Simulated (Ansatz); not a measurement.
# C2H3ClF2O: molecular dynamics

Purpose: to follow the molecule's vibrations and see whether its bonds hold. The start is relaxed first. Runs: 300 steps of 0.5 fs under a Langevin thermostat at 200 K. SMILES of the start: FCOC(F)Cl.

Program: Ansatz 0.2.0. Level of theory: RKS PBE0-D4/STO-3G. These are calculated values, not measurements.

**1. The system as given**

Bond lengths: F1–C2 1.325 Å, C2–O3 1.441 Å, O3–C4 1.391 Å, C4–F5 1.303 Å, C4–Cl6 1.824 Å, C2–H7 1.119 Å, C2–H8 1.084 Å, C4–H9 1.153 Å. Angles: F1–C2–O3 109.7°, F1–C2–H7 108.9°, F1–C2–H8 106.7°, O3–C2–H7 113.4°, O3–C2–H8 111.5°, H7–C2–H8 106.4°, C2–O3–C4 106.5°, O3–C4–F5 112.9°, O3–C4–Cl6 105.4°, O3–C4–H9 111.0°, F5–C4–Cl6 108.1°, F5–C4–H9 113.6°, Cl6–C4–H9 105.1°.

Coordinates:

```xyz
9

F     0.4057    0.2149    1.7327
C     0.7560   -0.5912    0.7408
O    -0.3619   -0.7804   -0.1485
C    -0.6528    0.4674   -0.6903
F     0.3276    0.9557   -1.3967
Cl   -2.0712    0.1944   -1.8039
H     1.6604   -0.1700    0.2348
H     1.0661   -1.5263    1.1937
H    -1.0413    1.1892    0.1204
```

**2. Relaxing the start**

input.yaml

```yaml
crystal:
  periodic: [false, false, false]
  atoms:
    - { symbol: F, position_ang: [0.4057, 0.2149, 1.7327] }
    - { symbol: C, position_ang: [0.756, -0.5912, 0.7408] }
    - { symbol: O, position_ang: [-0.3619, -0.7804, -0.1485] }
    - { symbol: C, position_ang: [-0.6528, 0.4674, -0.6903] }
    - { symbol: F, position_ang: [0.3276, 0.9557, -1.3967] }
    - { symbol: Cl, position_ang: [-2.0712, 0.1944, -1.8039] }
    - { symbol: H, position_ang: [1.6604, -0.17, 0.2348] }
    - { symbol: H, position_ang: [1.0661, -1.5263, 1.1937] }
    - { symbol: H, position_ang: [-1.0413, 1.1892, 0.1204] }
basis:
  gaussian: { orbitals: STO-3G }
hamiltonian:
  xc: pbe0
  dispersion: d4
relax:
  f_tol: 0.02
  max_steps: 40
```

Command:

```bash
$ ansatz run input.yaml --threads 1 --pin off --max-ram 2048MiB --backend cpu --events-out ev --progress --plain --runs-dir out
```

After this run come: The run.

Q: Predict the outcome of this session. Wanted: relaxation of the start; temperature, first and last step; temperature, second half; potential energy, second half; bonds formed or broken.

The runs gave:

| quantity | value |
| --- | --- |
| relaxation of the start | 24 moves, 0.705 eV lower |
| length | 300 steps of 0.5 fs |
| temperature, first and last step | 178 and 86 K |
| temperature, second half | mean 104 K, from 61 to 165 K |
| potential energy, second half | +14 meV/atom from the start |
| bonds formed or broken | 0 |

What this shows: Against a set 200 K the second half averages 104 K with a spread of 24 K; 14 meV/atom has gone into potential energy, and a thermostat that acts over some 1000 fs has not made it up in 150 fs. The bonds all hold. A run of 150 fs with 9 atoms shows the motion but fixes no equilibrium value. The nuclei move classically, without zero-point motion, which matters most for hydrogen. The basis is very small, so the numbers are rough.
